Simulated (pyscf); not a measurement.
`[SiH3][AsH2]` + `[H][H]` → `[SiH3][AsH2]` + `[H][H]` (four-centre exchange; singlet surface; As–H, H–H broken, As–H, H–H formed). Structures and frequencies: ωB97X-D3(BJ)/def2-SVP in PySCF. Energies in eV from the separated reactants.

```
level                      barrier  reaction energy
----------------------  ----------  ---------------
ωB97X-D3(BJ)/def2-TZVP  (withheld)             0.00
r²SCAN/def2-TZVP        (withheld)             0.00
B3LYP-D3(BJ)/def2-TZVP        3.10             0.00
PBE0-D3(BJ)/def2-TZVP         3.02             0.00
M06-2X/def2-TZVP              3.37             0.00
HF/def2-TZVP                  4.32             0.00
```

Task: Some entries are withheld; supply them.

Result: 
- ωB97X-D3(BJ)/def2-TZVP, barrier: 3.40
- r²SCAN/def2-TZVP, barrier: 2.99

The functionals in the table span 0.40 eV in this barrier, from r²SCAN to ωB97X-D3(BJ)/def2-TZVP. The same reactants have a lower exit, to AsH₃ + SiH₄ (barrier +2.85 eV at ωB97M-D3(BJ)/def2-TZVP, against +3.29 eV here). Another saddle between the same species, by other bonds, lies lower (2.96 eV against 3.29 eV at ωB97M-D3(BJ)/def2-TZVP). Elements up to Kr have no core potential and no relativistic terms here.
